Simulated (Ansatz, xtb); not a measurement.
Ranking isomers of C3HN

3 gas-phase structures of C3HN, found in a search over its isomers (lower ones may exist). Each was relaxed with GFN2-xTB; where two conformers were screened, the lower at r2SCAN-D4/def2-SVP is listed:

A. `[C-]#[N+]C#C`, a singlet
B. `C#CC#N`, a singlet
C. `[C]=C=C=N`, a singlet

**Question.** Make a reasoned guess at their ranking by r2SCAN-D4/def2-SVP single-point energy.

**Answer.** Calculated order at r2SCAN-D4/def2-SVP: B (0.0), A (24.8), C (43.8) kcal/mol.

Energies above the lowest of each column, in kcal/mol; the last columns are at B3LYP-D3(BJ)/6-311G** geometries and were run for some of them only (a dash: not run or not comparable):

```
structure  GFN2-xTB  HF/STO-3G  r2SCAN-D4/def2-SVP  B3LYP-D3(BJ)/6-311G**  CCSD(T)/def2-TZVPP
        B       0.0        0.0                 0.0                    0.0                 0.0
        A      19.9       26.6                24.8                   25.8                27.2
        C      45.3       79.6                43.8                      –                   –
```

Every level run on B puts it lowest or level with the lowest. Frequencies (B3LYP-D3(BJ)/6-311G**) were run for A, B alone.

Programs: Ansatz 0.2.0, xtb 6.7.1 (Pople sets with spherical d functions).
